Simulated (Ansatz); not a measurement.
Saddle point of C2H5Si, doublet (C₂H₅Si ([CH][CH][SiH3]) → C₂H₄Si (C#C[SiH3]) + H; bonds broken: H1–C2), PBE0-D4/def2-TZVP structure:

```
atom    x (Å)    y (Å)    z (Å)
  H1   1.1534   1.1953  -0.8006
  C2  -0.3826  -0.0683  -0.6128
  C3  -0.9688  -0.1308  -1.6726
 Si4   0.2821  -0.1855   1.0885
  H5  -1.4416  -0.1438  -2.6283
  H6   0.2483   1.1533   1.7226
  H7  -0.5643  -1.1275   1.8658
  H8   1.6735  -0.6926   1.0374
```

Energies are electronic, without zero-point energy. Barriers and step energies count from the start structure reached by relaxing down the imaginary mode; all methods use the PBE0-D4 structures, on which another method's saddle can fall below an end. Ansatz 0.2.0; basis: def2-TZVPP, with def2-QZVPP for the basis limit; cores frozen in the correlated methods; orbitals are unrestricted. B3LYP uses VWN-RPA correlation. Extrapolation: Hartree–Fock as exp(−7.88 √X), correlation as X^−2.97.

```json
{"method": "SPW92", "barrier (kJ/mol)": "156.0", "step energy (kJ/mol)": "170.2"}
{"method": "PBE-D4", "barrier (kJ/mol)": "157.2", "step energy (kJ/mol)": "153.2"}
{"method": "BLYP-D4", "barrier (kJ/mol)": "148.4", "step energy (kJ/mol)": "147.3"}
{"method": "r2SCAN-D4", "barrier (kJ/mol)": "164.3", "step energy (kJ/mol)": "166.9"}
{"method": "B97M-V", "barrier (kJ/mol)": "169.8", "step energy (kJ/mol)": "156.7"}
{"method": "PBE0-D4", "barrier (kJ/mol)": "169.9", "step energy (kJ/mol)": "161.7"}
{"method": "B3LYP-D4", "barrier (kJ/mol)": "160.6", "step energy (kJ/mol)": "155.5"}
{"method": "r2SCAN0-D4", "barrier (kJ/mol)": "?", "step energy (kJ/mol)": "173.9"}
{"method": "BHLYP-D4", "barrier (kJ/mol)": "173.8", "step energy (kJ/mol)": "163.5"}
{"method": "CAM-B3LYP-D4", "barrier (kJ/mol)": "164.7", "step energy (kJ/mol)": "156.6"}
{"method": "wB97X-V", "barrier (kJ/mol)": "170.7", "step energy (kJ/mol)": "154.0"}
{"method": "wB97M-V", "barrier (kJ/mol)": "164.1", "step energy (kJ/mol)": "148.2"}
{"method": "B2PLYP", "barrier (kJ/mol)": "?", "step energy (kJ/mol)": "140.1"}
{"method": "PBE-QIDH", "barrier (kJ/mol)": "165.2", "step energy (kJ/mol)": "147.9"}
{"method": "RPA on PBE", "barrier (kJ/mol)": "160.7", "step energy (kJ/mol)": "141.8"}
{"method": "HF", "barrier (kJ/mol)": "180.2", "step energy (kJ/mol)": "148.9"}
{"method": "MP2", "barrier (kJ/mol)": "?", "step energy (kJ/mol)": "91.7"}
{"method": "CCSD", "barrier (kJ/mol)": "164.8", "step energy (kJ/mol)": "146.9"}
{"method": "CCSD(T)", "barrier (kJ/mol)": "157.2", "step energy (kJ/mol)": "140.4"}
```

Q: Fill in the withheld barriers. (To be estimated.)

A: By the calculation: MP2 139.9; B2PLYP 154.4; r2SCAN0-D4 173.2 kJ/mol. Each is the energy of the saddle less that of the start structure, by the same method.

For comparison, the barrier by CCSD(T) at an estimated basis limit (MP2 extrapolated from triple and quadruple zeta, plus CCSD(T) − MP2 in triple zeta) is 154.7 kJ/mol.

T1 diagnostic: at most 0.034. ⟨S²⟩ of the unrestricted Hartree–Fock references: 0.75 to 0.92 (a pure state has 0.75). The unrestricted reference is spin-contaminated, which hurts MP2 most.

Labels in which every atom is bracketed show which atoms are joined, not bond orders.

For scale, one of the runs: CCSD(T)/def2-TZVPP, 174 basis functions (an equivalent command: `ansatz run in.yaml --threads 2`). Hardware: 2 CPU threads, shared host. Wall time 86 s; peak host memory 3.6 GiB.
